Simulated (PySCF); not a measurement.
Members of the series CXY, Y = methyl; each row names its spin state. All species are isolated molecules in the gas phase. One relaxed conformer stands for each flexible species; it need not be the lowest. Strings in code marks are SMILES.

B3LYP has the VWN-RPA correlation part, as in Gaussian. 

A: X = vinyl, multiplicity 3 (`C=C[C]C` (lower triplet; C–C–C–C torsion 180°))
B: X = ethynyl, multiplicity 3 (`C[C]C#C` (lower triplet))
C: X = AlH2, multiplicity 3 (`C[C][AlH2]` (lower triplet))

### Question
Rank these by highest occupied spin orbital (lowest first), as B3LYP-D3(BJ)/def2-TZVP in PySCF gives it.

### Answer
C (-5.88 eV), B (-5.58 eV), A (-5.25 eV)
